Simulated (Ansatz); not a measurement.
System: α-phase Ga. Method: r²SCAN (plane waves, PAW; Ansatz, an electronic-structure program).

Settings: plane-wave cutoff 560 eV, 14×14×12 k mesh (along the axes of the cell as run), Fermi–Dirac smearing 0.05 eV, scalar-relativistic PAW data made under PBE.

Energies at three volumes about the minimum:

```csv
V (Å³/atom),E − E_lowest (meV/atom)
18.811,1.58
19.195,0.00
19.579,1.47
```

Question: Fit a parabola by hand: where is the minimum, and what is the bulk modulus?

Answer: Slopes: (0.00 − 1.58)/(19.195 − 18.811) = -4.115 and (1.47 − 0.00)/(19.579 − 19.195) = 3.828 meV/Å³. Curvature E″ = 2 × (3.828 − (-4.115))/(19.579 − 18.811) = 20.685 meV/Å⁶. From the middle of the first interval, the slope vanishes at V0 = 19.0030 − (-4.115)/20.685 = 19.202 Å³/atom. B = V0 E″ = 19.202 × 20.685 meV/Å³ × 0.1602 GPa per meV/Å³ = 63.6 GPa. The full Birch–Murnaghan fit to all volumes gives V0 = 19.195 Å³/atom and B0 = 63.4 GPa.

Shape and atoms are relaxed at each volume.
